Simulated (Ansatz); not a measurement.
Reaction (SMILES): OO (H2O2) → H2O2+ (doublet, bonded as OO) + e-
B3LYP-D3(BJ)/def2-TZVP geometries, fixed; electronic energies without zero-point terms.

Energies in hartree at PBE with Ansatz (a program for electronic structure); the adiabatic ionisation energy is their sum with the coefficients shown, times 27.2114 eV a hartree. All functions are spherical. Open shells are unrestricted. No added dispersion term, no relativity.

| species | coefficient | part | cc-pVDZ | cc-pVTZ | cc-pVQZ |
|---|---|---|---|---|---|
| OO (H2O2) | -1 | PBE | -151.39567 | -151.45702 | -151.47281 |
| H2O2+ (doublet, bonded as OO) | +1 | PBE | -151.03464 | -151.08520 | -151.09818 |

Question: Predict the adiabatic ionisation energy in cc-pV5Z (X = 5): let each PBE step shrink by the ratio of the last two. Compare with the run.

Answer: 
- OO (H2O2): steps -0.06135 and -0.01579, ratio 0.257, so PBE -151.47687 (run: -151.47866).
- H2O2+ (doublet, bonded as OO): steps -0.05056 and -0.01298, ratio 0.257, so PBE -151.10152 (run: -151.10224).
Predicted 10.214 eV; the run in cc-pV5Z gives 10.243, a miss of -0.029. Keeping the value in cc-pVQZ, 10.194, would miss by -0.049. All sums are of the energies as printed.
